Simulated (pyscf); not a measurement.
## Elimination: H₃C–N(CH₃)–Ti(NH₂)(NH₂)–NH₂ → HN=Ti(NH₂)–NH₂ + H₃C–NH–CH₃

Gas phase, singlet surface, charge 0. Bonds broken: Ti1–N2, N5–H14. Bonds formed: N2–H14. Structures and frequencies: ωB97X-D3(BJ)/def2-SVP in PySCF.

Transition state (Å):

```xyz
19

Ti     0.0638    -0.3229     1.0669
N     -1.7962     0.2510     0.3633
C     -2.6045    -0.7029    -0.3692
C     -2.5591     1.2494     1.0850
N      0.6436     0.6250    -0.2690
N      0.4025     0.4440     2.7619
N      0.3187    -2.1866     0.8704
H     -1.9552    -1.3888    -0.9340
H     -3.2804    -0.1964    -1.0874
H     -3.2361    -1.3196     0.3011
H     -3.1912     0.8012     1.8777
H     -1.8773     1.9632     1.5711
H     -3.2300     1.8161     0.4084
H     -0.6716     0.6973    -0.2911
H      1.1321     1.1285    -1.0018
H      0.2316    -0.0199     3.6531
H      0.8793     1.3253     2.9350
H      0.7539    -2.6497     0.0764
H      0.1399    -2.8773     1.5980
```

One imaginary mode, 1738i cm⁻¹; descent along it reached the two sides named, in the forms told below.

| bond | change | reactant side (Å) | saddle | product side |
|---|---|---|---|---|
| Ti1–N2 | breaks | 1.878 | 2.070 | 2.202 |
| N5–H14 | breaks | 1.016 | 1.317 | 2.7 |
| N2–H14 | forms | 3.2 | 1.376 | 1.021 |

Electronic energies relative to the reactant's lowest minimum found (kcal/mol):

| level | barrier | reaction energy | reverse barrier |
|---|---|---|---|
| ωB97X-D3(BJ)/def2-TZVP | 39.5 | +54.0 | -14.4 |
| PBE/def2-TZVP | 34.4 | +47.7 | -13.3 |
| r²SCAN/def2-TZVP | 36.9 | +52.6 | -15.7 |
| B3LYP-D3(BJ)/def2-TZVP | 38.8 | +52.8 | -14.0 |
| PBE0-D3(BJ)/def2-TZVP | 36.9 | +52.6 | -15.7 |
| M06-2X/def2-TZVP | 39.7 | +55.3 | -15.6 |
| ωB97M-D3(BJ)/def2-TZVP | 38.7 | +49.7 | -11.1 |
| HF/def2-TZVP | 51.1 | +47.9 | 3.1 |

With ωB97M-D3(BJ)/def2-TZVP energies and thermal terms (ideal gas, 1 atm, RRHO with modes under 100 cm⁻¹ raised to 100, one conformer, R ln 2 for chiral ones without a mode under 150 cm⁻¹), in kcal/mol:

```csv
T (K),ΔH‡,ΔG‡,ΔH,ΔG
298,35.8,37.0,+49.1,+37.8
600,35.2,38.4,+47.7,+26.9
900,34.8,40.0,+46.4,+16.8
1200,34.4,41.8,+45.1,+7.1
```

On the reactant side the descent ends in a point that may be a rotor saddle (no frequency run), 1.3 kcal/mol over the lowest minimum found and 38.2 kcal/mol under the saddle at ωB97X-D3(BJ)/def2-TZVP. On the product side the descent ends in an adduct with a N–Ti contact (not fully relaxed), 38.7 kcal/mol under the separated species and 24.3 kcal/mol under the saddle at ωB97X-D3(BJ)/def2-TZVP. At ωB97X-D3(BJ)/def2-TZVP, PBE, r²SCAN, B3LYP-D3(BJ), PBE0-D3(BJ), M06-2X, ωB97M-D3(BJ) the saddle lies under the separated products, which points to a path from their complex (located at ωB97X-D3(BJ) alone), and parting the products costs more than the saddle. What is counted as broken (N–Ti) persists as a longer contact in the product adduct; parting that adduct is a step of its own. At the saddle there is also a short H–Ti contact that neither side keeps. H₃C–NH–CH₃ lies 7.8 kcal/mol over its isomer H₃C–CH₂–NH₂ (electronic energy, ωB97M-D3(BJ)/def2-TZVP). This is the saddle that the search found; another between the same sides may lie lower.
